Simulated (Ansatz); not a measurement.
# CH3NS: single points off equilibrium

Aim: energy, forces and dipole at a structure displaced at random from a GFN2-xTB minimum, from CCSD(T) and from density functionals.

Computed with Ansatz 0.2.0, Gaussian basis. Level: single points in def2-TZVPP.

Correlated methods freeze the cores.

## Step 1: Starting geometry

SMILES `NC=S`, 6 atoms, charge 0, spin multiplicity 1.

Atoms are counted from 1 here; the program's logs count them from 0.

Bond lengths: N1–C2 1.444 Å, N1–H4 1.010 Å, N1–H5 0.978 Å, C2–S3 1.649 Å, C2–H6 1.164 Å. Angles: C2–N1–H4 117.1°, C2–N1–H5 104.0°, H4–N1–H5 138.8°, N1–C2–S3 119.9°, N1–C2–H6 119.5°, S3–C2–H6 120.5°.

As a file:

```
N    -0.70890   -0.07660   -0.39410
C     0.49110    0.22920    0.34830
S     1.51530   -0.98390    0.79210
H    -0.84710   -1.03850   -0.66810
H    -1.18360    0.77780   -0.43970
H     0.69900    1.32660    0.67440
```

## Step 2: CCSD(T)/def2-TZVPP

run/in.yaml reads:

```yaml
crystal:
  periodic: [false, false, false]
  atoms:
    - {symbol: N, position_ang: [-0.708900, -0.076600, -0.394100]}
    - {symbol: C, position_ang: [0.491100, 0.229200, 0.348300]}
    - {symbol: S, position_ang: [1.515300, -0.983900, 0.792100]}
    - {symbol: H, position_ang: [-0.847100, -1.038500, -0.668100]}
    - {symbol: H, position_ang: [-1.183600, 0.777800, -0.439700]}
    - {symbol: H, position_ang: [0.699000, 1.326600, 0.674400]}
basis:
  gaussian: {orbitals: def2-TZVPP}
correlation: {method: ccsd_t}
output: {forces: true}
```

The command line of these runs was not kept.

## Step 3: PBE0-D4/def2-TZVPP

run/in.yaml, as its differences from that of step 2:

```diff
@@ -11,3 +11,3 @@
   gaussian: {orbitals: def2-TZVPP}
-correlation: {method: ccsd_t}
-output: {forces: true}
+hamiltonian: {xc: pbe0, dispersion: d4}
+output: {forces: true, orbitals: {seedname: orbitals}}
```

## Step 4: wB97M-V/def2-TZVPP

run/in.yaml, as its differences from that of step 3:

```diff
@@ -11,3 +11,3 @@
   gaussian: {orbitals: def2-TZVPP}
-hamiltonian: {xc: pbe0, dispersion: d4}
-output: {forces: true, orbitals: {seedname: orbitals}}
+hamiltonian: {xc: {name: wB97M-V}}
+output: {forces: true}
```

## Step 5: r2SCAN-D4/def2-TZVPP

run/in.yaml, as its differences from that of step 4:

```diff
@@ -11,3 +11,3 @@
   gaussian: {orbitals: def2-TZVPP}
-hamiltonian: {xc: {name: wB97M-V}}
+hamiltonian: {xc: r2scan, dispersion: d4}
 output: {forces: true}
```

## Step 6: PBE-D4/def2-TZVPP

run/in.yaml, as its differences from that of step 5:

```diff
@@ -11,3 +11,3 @@
   gaussian: {orbitals: def2-TZVPP}
-hamiltonian: {xc: r2scan, dispersion: d4}
+hamiltonian: {xc: pbe, dispersion: d4}
 output: {forces: true}
```

## Step 7: revPBE-D4/def2-TZVPP

run/in.yaml, as its differences from that of step 6:

```diff
@@ -11,3 +11,3 @@
   gaussian: {orbitals: def2-TZVPP}
-hamiltonian: {xc: pbe, dispersion: d4}
+hamiltonian: {xc: {name: revPBE}, dispersion: d4}
 output: {forces: true}
```

## Step 8: r2SCAN0-D4/def2-TZVPP

run/in.yaml, as its differences from that of step 7:

```diff
@@ -11,3 +11,3 @@
   gaussian: {orbitals: def2-TZVPP}
-hamiltonian: {xc: {name: revPBE}, dispersion: d4}
+hamiltonian: {xc: {name: r2SCAN0}, dispersion: d4}
 output: {forces: true}
```

(Steps that only read results are left out.)

Before running it: what results should come out? Wanted: energy less free atoms, CCSD(T)/def2-TZVPP; RMS force component; RMS force error; HOMO and LUMO, PBE0-D4; T1 diagnostic.

As calculated:

| quantity | value |
| --- | --- |
| energy less free atoms, CCSD(T)/def2-TZVPP | -481.6 kcal/mol |
| RMS force component | 1.516 to 1.721 eV/Å over the methods |
| RMS force error | PBE0-D4 0.198, wB97M-V 0.171, r2SCAN-D4 0.100, PBE-D4 0.162, revPBE-D4 0.168, r2SCAN0-D4 0.257 eV/Å |
| HOMO and LUMO, PBE0-D4 | -6.36 and -1.44 eV |
| T1 diagnostic | 0.019 |

**Reading.** Against CCSD(T) the functionals' energies less atoms differ by -42.2 to -6.2 kcal/mol, PBE-D4 by -42.2 kcal/mol. The reference is not at the basis limit: in triple zeta CCSD(T) underbinds, which counts against methods that bind more; the gaps are no ranking. The forces of r2SCAN-D4 come nearest to CCSD(T), those of r2SCAN0-D4 are farthest. Frozen-core CCSD(T) forces in triple zeta carry basis errors of their own, and this is one geometry, so small gaps rank nothing.
